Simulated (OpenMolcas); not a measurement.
# C2H3FO (SMILES FC1CO1) at 6 levels

Wanted: a comparison of 6 runs (HF/STO-3G, HF/6-31+G*, B3LYP/6-31G*, PBE0/def2-SVP, BP86/def2-TZVP) of C2H3FO. 

Program for the calculation: OpenMolcas 26.06.

4 further runs of the same task are left out: 4 set aside as unsound or not needed.

## Step 1: The system as given

The species is C2H3FO (7 atoms), meant as a singlet with charge 0. SMILES: `FC1CO1`. The coordinates come from a PBE0-D4/def2-TZVP relaxation.

Bond lengths: F1–C2 1.351 Å, C2–C3 1.449 Å, C2–O4 1.374 Å, C3–O4 1.439 Å, C2–H5 1.087 Å, C3–H6 1.086 Å, C3–H7 1.086 Å. Some angles: F1–C2–C3 118.9°, F1–C2–O4 115.5°, C3–C2–O4 61.2°, C2–C3–O4 56.8°, C2–O4–C3 62.0°, F1–C2–H5 110.6°, C3–C2–H5 124.3°, O4–C2–H5 117.4°, C2–C3–H6 120.8°, C2–C3–H7 118.0°.

## Step 2: Energy and forces at HF/STO-3G (run 1)

Input file input.xyz:

```xyz
7

F     -1.230100    -1.269700    -0.057100
C     -0.627800    -0.077500    -0.262000
C      0.671400     0.163600     0.333400
O      0.484900    -0.107900    -1.067700
H     -1.366000     0.696000    -0.457000
H      0.995700     1.172200     0.572500
H      1.133100    -0.644700     0.892200
```

Input file calc.input:

```
&gateway
baslib
$CurrDir
coord
input.xyz
basis
STO-3G
group
NoSym
&seward
&scf
thresholds
1e-10 1e-07 1e-07 1e-05
prorbitals
0
&alaska
```

The basis set STO-3G is read from a file made from the Basis Set Exchange's data (not shown).

Run with:

```console
$ export MOLCAS_MEM=1860
$ pymolcas calc.input > calc.log
```

The program printed:

```text
--- Start Module: gateway ---
[...]
--- Stop Module: gateway /rc=_RC_ALL_IS_WELL_ ---
[...]
      Basis functions           23
[...]
--- Start Module: scf ---
[...]
       Convergence after  12 Iterations
[...]
::    Total SCF energy                               -248.3821098675
[...]
      Total spin, S                                     0.0000000000
[...]
      Total electronic charge=   32.000000
      Total            charge=   -0.000000
[...]
      Dipole Moment (debye):
      Origin of the operator (angstrom)=   -0.2309   -0.3802   -0.2627
                   X= -8.1447E-02               Y=  1.1135E+00               Z=  1.1530E+00           Total=  1.6049E+00
      Quadrupole Moment (debye*angstrom):
[...]
--- Stop Module: scf /rc=_RC_ALL_IS_WELL_ ---
--- Start Module: alaska ---
[...]
 *              Molecular gradients               *
 **************************************************
  Irreducible representation: a
 ------------------------------------------------------------------------------------------
                              X                       Y                       Z
 ------------------------------------------------------------------------------------------
  F1                1.07292691588796E-02    2.06679514902017E-02   -5.15261576373627E-03
  C2                6.32743415441750E-02    3.82525266875966E-03   -7.27278004103438E-03
  C3               -3.31430579871963E-02   -9.11613430755942E-03   -3.90019137239417E-03
  O4               -4.30828104015930E-02    3.85484051570600E-04    2.70139293933429E-02
  H5                3.10096613011801E-03   -1.43530699252872E-02   -2.22054111743819E-03
  H6                4.15134148415541E-04    5.21465906326402E-04   -4.38378508088078E-03
  H7               -1.29384259276621E-03   -1.93094988402942E-03   -4.08401601787567E-03
 ------------------------------------------------------------------------------------------
--- Stop Module: alaska /rc=_RC_ALL_IS_WELL_ ---
[...]
```

Wall time 1.9 s (1 thread of Arm Neoverse V1, shared host); peak memory 0.37 GiB.

## Step 3: Energy and forces at HF/6-31+G(d) (spherical functions) (run 2)

Input file mol.xyz:

```xyz
7

F     -1.230100    -1.269700    -0.057100
C     -0.627800    -0.077500    -0.262000
C      0.671400     0.163600     0.333400
O      0.484900    -0.107900    -1.067700
H     -1.366000     0.696000    -0.457000
H      0.995700     1.172200     0.572500
H      1.133100    -0.644700     0.892200
```

Input file mol.input:

```
* C2H3FO Hartree-Fock

&GATEWAY
 BasLib=$CurrDir
 Coord=mol.xyz
 Basis=6-31pGs
 Group=NoSym

&SEWARD

&SCF
 Thresholds=1e-10 1e-07 1e-07 1e-05
 PrOrbitals=0

&ALASKA
```

The basis set 6-31+G* is read from a file made from the Basis Set Exchange's data (not shown).

Run with:

```console
$ export MOLCAS_MEM=1860
$ pymolcas mol.input > mol.log
```

The program printed:

```text
--- Start Module: gateway ---
[...]
--- Stop Module: gateway /rc=_RC_ALL_IS_WELL_ ---
[...]
      Basis functions           78
[...]
--- Start Module: scf ---
[...]
       Convergence after  14 Iterations
[...]
::    Total SCF energy                               -251.7336550054
[...]
      Total spin, S                                     0.0000000000
[...]
      Total electronic charge=   32.000000
      Total            charge=   -0.000000
[...]
      Dipole Moment (debye):
      Origin of the operator (angstrom)=   -0.2309   -0.3802   -0.2627
                   X=  1.5913E-01               Y=  2.0111E+00               Z=  1.9135E+00           Total=  2.7806E+00
      Quadrupole Moment (debye*angstrom):
[...]
--- Stop Module: scf /rc=_RC_ALL_IS_WELL_ ---
[...]
--- Start Module: alaska ---
[...]
 *              Molecular gradients               *
 **************************************************
  Irreducible representation: a
 ------------------------------------------------------------------------------------------
                              X                       Y                       Z
 ------------------------------------------------------------------------------------------
  F1               -5.17368888677794E-03   -8.39881272304410E-03    1.83677702466500E-03
  C2               -2.91888302228838E-03   -2.69067042713544E-03    4.36621727435910E-03
  C3                2.45731181370612E-03    2.59391037635615E-03    2.32503401372774E-03
  O4                8.32924073242758E-03   -1.26136592916326E-03   -1.55255961879472E-02
  H5               -6.99758185937105E-03    8.31434063324865E-03   -1.11658389172409E-03
  H6                2.04217363849701E-03    7.74063238721556E-03    2.76962236540546E-03
  H7                2.26142758383130E-03   -6.29803431745923E-03    5.34452940148888E-03
 ------------------------------------------------------------------------------------------
--- Stop Module: alaska /rc=_RC_ALL_IS_WELL_ ---
[...]
```

Run time: 6.3 s. Hardware: 1 thread of Arm Neoverse V1, shared host; peak memory 0.44 GiB.

Runs 3 to 5 aren't shown in full; the table further down has their settings and results.

## Step 4: Energy and forces at BP86/def2-TZVP (run 6)

Input file run.inp:

```
>>> EXPORT MOLCAS_PRINT=2

&gateway
  baslib = $CurrDir
  coord
  7
  bohr
  F     -2.32455211    -2.39938526    -0.10790336
  C     -1.18637006    -0.14645377    -0.49510824
  C      1.26876212     0.30915919     0.63003469
  O      0.91632820    -0.20390145    -2.01766058
  H     -2.58136589     1.31524938    -0.86360484
  H      1.88160030     2.21513696     1.08186821
  H      2.14124867    -1.21830643     1.68601365
  basis = def2-TZVP
  group = NoSym

&seward
  gridinput
  Grid=UltraFine
  End of Grid

&scf
  ksdft = 2
  1.0 GGA_X_B88
  1.0 GGA_C_P86
  thresholds = 1e-10 1e-07 1e-07 1e-05
  prorbitals = 0

&alaska
```

The basis set def2-TZVP is read from a file made from the Basis Set Exchange's data (not shown).

Run with:

```console
$ export MOLCAS_MEM=1860
$ pymolcas run.inp > run.log
```

The program printed:

```text
--- Start Module: gateway ---
[...]
--- Stop Module: gateway /rc=_RC_ALL_IS_WELL_ ---
[...]
      Basis functions          142
[...]
--- Start Module: scf ---
[...]
       Convergence after  15 Iterations
[...]
::    Total KS-DFT energy                            -253.1422314007
[...]
      Total spin, S                                     0.0000000000
[...]
      Total electronic charge=   32.000000
      Total            charge=   -0.000000
[...]
      Dipole Moment (debye):
      Origin of the operator (angstrom)=   -0.2309   -0.3802   -0.2627
                   X=  1.7406E-01               Y=  1.5314E+00               Z=  1.3497E+00           Total=  2.0487E+00
      Quadrupole Moment (debye*angstrom):
[...]
--- Stop Module: scf /rc=_RC_ALL_IS_WELL_ ---
[...]
--- Start Module: alaska ---
[...]
 *              Molecular gradients               *
 **************************************************
  Irreducible representation: a
 ------------------------------------------------------------------------------------------
                              X                       Y                       Z
 ------------------------------------------------------------------------------------------
  F1                9.07656449697214E-03    1.53511089923395E-02   -2.93800134424327E-03
  C2                7.29398383176250E-03   -8.40211659248880E-03   -2.71338450159408E-03
  C3               -5.76159511344976E-03   -3.16981486848933E-03   -1.11594426421036E-02
  O4               -1.02048451126002E-02    1.89167524505903E-03    2.10568300489644E-02
  H5                4.32692367893539E-03   -4.30387377657127E-03    9.73990003515390E-04
  H6               -2.14848493690734E-03   -5.21235663175545E-03   -1.77445984069391E-03
  H7               -2.58254684471071E-03    3.84537763182280E-03   -3.44553172386330E-03
 ------------------------------------------------------------------------------------------
--- Stop Module: alaska /rc=_RC_ALL_IS_WELL_ ---
[...]
```

Run time: 83 s. Hardware: 1 thread of Arm Neoverse V1, shared host; peak memory 1.1 GiB.

## Step 5: All runs side by side

```tsv
run	level	integration grid	Cartesian functions	energy (Eh)	dipole moment (D)	HOMO energy (eV)	LUMO energy (eV)	wall time
1	HF/STO-3G	–	no	-248.382110	1.60	-10.12	12.25	1.9 s
2	HF/6-31+G* (spherical functions)	–	no	-251.733655	2.78	-12.72	2.13	6.3 s
3	B3LYP/6-31G* (spherical functions)	UltraFine	no	-253.020987	2.09	-8.04	2.56	20 s
4	B3LYP/6-31G* (Cartesian functions)	UltraFine	yes	-253.024629	2.09	-8.06	2.54	21 s
5	PBE0/def2-SVP	UltraFine	no	-252.575215	2.19	-8.55	2.32	23 s
6	BP86/def2-TZVP	UltraFine	no	-253.142231	2.05	-7.12	0.72	83 s
```

## Step 6: Summary of results

| quantity | value |
| --- | --- |
| run 6: total energy | -253.14223 Eh |
| run 6: dipole moment | 2.05 D |
| run 6: HOMO energy | -7.12 eV |
| run 6: LUMO energy | 0.72 eV |
| run 6: HOMO–LUMO gap | 7.84 eV |
| run 6: largest force on an atom | 1.207 eV/Å |

The dipole moment (its size) runs from 1.60 D (HF/STO-3G) to 2.78 D (HF/6-31+G*). The HOMO–LUMO gap runs from 7.84 eV (BP86/def2-TZVP) to 22.37 eV (HF/STO-3G). The two ends differ in method and basis. Totals of different functionals can't be ranked against each other. In run 1 the basis is minimal, so the values are rough. All runs together took 2.6 min, the longest 83 s.
